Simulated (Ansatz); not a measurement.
# SiNH (triplet): wave-function methods side by side at distance Si1–N2 = 4.452 Å, 6-31G

One table from this session's results is given with a row withheld; the runs are named, their logs left out.

Method: 6-31G, core rule «outside noble gas», up to 6 orbitals frozen; program: Ansatz 0.2.0, Gaussian basis.

To be run: UHF; CCSD(T) on UHF; BCCD(T) on ROHF; CISD; CCSDT(Q) on ROHF; CCSDT(Q) on UHF; CCSDTQ on ROHF; CCSDTQ on UHF; CASSCF and MRCISD+Q, 4 electrons in 4 orbitals; CASSCF and NEVPT2, 4 electrons in 4 orbitals; CASSCF and MRCISD+Q, 10 electrons in 9 orbitals; CASSCF and NEVPT2, 10 electrons in 9 orbitals; Full CI.

3 further runs of the same task are left out: 2 for a known fault of the program, 1 that didn't finish.

**The geometry**

The geometry derives from a PBE0/def2-TZVP stationary point (not a proven minimum). One bond is set to the value named and the two fragments are kept rigid.

3 atoms, charge 0, spin multiplicity 3.

Atoms are counted from 1 here; the program's logs count them from 0.

Bond lengths: Si1–H3 1.520 Å.

The first run:

The input, in.yaml:

```yaml
crystal:
  periodic: [false, false, false]
  atoms:
    - {symbol: Si, position_ang: [0.000000, -0.206669, 1.419656]}
    - {symbol: N, position_ang: [0.000000, 0.332414, -2.999585]}
    - {symbol: H, position_ang: [0.000000, 1.139341, 2.125644]}
basis:
  gaussian: {orbitals: 6-31G}
magnetization: {spin_polarized: true, initial_magnetization: 2}
hamiltonian: {xc: hf}
output: {orbitals: {seedname: orbitals}}
```

The run is started by

```sh
$ ansatz run in.yaml --threads 1 --pin off --events-out ev --progress --plain --max-ram 4096MiB --backend cpu
```

Steps of the session up to this table: UHF; CCSD(T) on UHF; BCCD(T) on ROHF; CISD; CCSDT(Q) on ROHF; CCSDT(Q) on UHF; CCSDTQ on ROHF; CCSDTQ on UHF; CASSCF and MRCISD+Q, 4 electrons in 4 orbitals; CASSCF and NEVPT2, 4 electrons in 4 orbitals; CASSCF and MRCISD+Q, 10 electrons in 9 orbitals; CASSCF and NEVPT2, 10 electrons in 9 orbitals; Full CI.

One table of the session follows, with a row left open; its other results are not shown here.

| method | from FCI (meV) |
| --- | --- |
| UHF | +2160.2 |
| UMP2 | +622.3 |
| UCCSD | +20.4 |
| UCCSD(T) | ? |
| BCCD(T) | +9.2 |
| UCCSDT | +2.2 |
| UCCSDT(Q) | +1.4 |
| UCCSDTQ | +1.0 |
| CASSCF pair | +2259.4 |
| NEVPT2 pair | +691.5 |
| MRCISD pair | +112.9 |
| MRCISD+Q pair | -14.1 |
| CASSCF valence | +1417.2 |
| NEVPT2 valence | +472.8 |
| MRCISD valence | +40.8 |
| MRCISD+Q valence | +3.5 |
| FCI | 0 |

**Question.** Estimate the row for UCCSD(T).

As computed: from FCI (meV): +7.0. In the column «from FCI (meV)» it lies between MRCISD+Q valence (+3.5) and BCCD(T) (+9.2).

Some runs used a GPU and others CPU threads alone; cost is compared among the CPU runs only.

Among the levels timed on like hardware, those that no quicker one beats, quickest first: UCCSD(T) (3.8 s, +7.0 meV); MRCISD+Q valence (6 s, +3.5 meV); UCCSDT(Q) (14 s, +1.4 meV).

Limits of these values: The determinant is far from a pure spin state, so its energy mixes those of several spin states (harmless only where they are near-degenerate, as at dissociation). The report flags that the cluster equations may have other roots. The yardstick is full CI for this spin, exact in this basis with these frozen cores. The program flags BCCD(T) as in doubt, so those rows may rest on another solution; read them beside their warnings. MRCISD+Q pair falls below full CI: the +Q correction isn't variational, and the cores differ from full CI's. Of the multireference levels listed MRCISD+Q valence comes nearest in total energy (+3.5 meV), which doesn't show that its space is the better one. Levels on UHF freeze UHF's core orbitals, full CI those of ROHF, so the U rows can settle a little off it for that reason alone. Warnings in the runs' records: other roots, other amplitudes, broken pairs.
